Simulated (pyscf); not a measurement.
Single points on ωB97X-D3(BJ)/def2-SVP structures (PySCF, gas phase).

Q: For the elementary gas-phase step `[PH]=[PH]` + `[OH2]` → `[OH][PH][PH2]` (singlet surface; H–O broken, O–P, H–P formed), what barrier and reaction energy does ωB97M-D3(BJ)/def2-TZVP give, measured from the separated reactants?

A: ΔE‡ = 19.4 kcal/mol, ΔE = -24.3 kcal/mol. CCSD(T)/def2-TZVPP + ΔMP2(QZVPP) gives 24.9 kcal/mol and -18.6 kcal/mol. Zero-point energy shifts the barrier by -0.2 kcal/mol. It is an addition across a multiple bond or ene-type step, with an imaginary mode of 1442i cm⁻¹. This is the saddle that the search found; another between the same sides may lie lower. The CCSD(T) − MP2 part came from Ansatz, without density fitting, on the same reference.
